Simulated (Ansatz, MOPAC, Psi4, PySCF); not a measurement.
Process, species as SMILES: C=O (CH2O) [formaldehyde] → [CH]=O (CHO) + H atom (the C-H bond breaks)

Wanted: bond dissociation energy (enthalpy at 298 K), in kcal/mol. Set-up: 6-311+G** with 5d; six Cartesian d functions in 6-31G* and its kin unless marked 5d; no spin-orbit coupling; non-relativistic; no dispersion term unless named; frozen cores in correlated levels; LANL2DZ all-electron up to Ne; open shells spin-unrestricted. Basis-set limits of correlation are two-point, X^-3; Hartree-Fock from the larger set. First-principles rows: single points at B3LYP-D3(BJ) geometries (Ansatz, an electronic-structure program), with unscaled harmonic terms from B3LYP/6-31G* at its own minima. Semi-empirical rows: MOPAC heats of formation at their own minima for 298 K. A UHF reference is markedly spin-contaminated in at least one set, which strains HF and MP2.

Measured values: Active Thermochemical Tables 1.112 (ions: stationary electron), as tabulated in the package chemicals; G2/97 table in ASE (Curtiss et al.); they hold spin-orbit and core effects, anharmonicity. 

Value to compare with, the measured value: 88.2 kcal/mol.

| level | program | bond dissociation energy (enthalpy at 298 K) (kcal/mol) | error |
|---|---|---|---|
| PM3 | MOPAC | 76.0 | -12.2 |
| PM6 | MOPAC | 68.8 | -19.4 |
| MNDO | MOPAC | 83.6 | -4.6 |
| HF/LANL2DZ | Ansatz | 71.6 | -16.6 |
| PBE/STO-3G | Ansatz | 105.1 | 16.9 |
| PBE/LANL2DZ | Ansatz | 88.7 | 0.5 |
| BP86/def2-SVP | PySCF | 85.8 | -2.4 |
| B3LYP/6-31G* | Ansatz | 87.1 | -1.1 |
| wB97X-D/6-311+G** | Psi4 | 86.5 | -1.7 |
| M06-2X/def2-TZVPD | PySCF | 87.5 | -0.7 |
| CCSD(T)/CBS(def2-TZVPPD,def2-QZVPPD) | Ansatz | 88.2 | 0.0 |

Among the 9 habitual levels, PM6 lies farthest from the measured value (-19.4 kcal/mol); 2 of 9 lie above it, and their mean absolute error is 8.4 kcal/mol, the median 4.6. One case shows no general order.

The levels are drawn from those run, B3LYP/6-31G* more often than the rest, none by its result; runs whose electronic state is in doubt are left out.
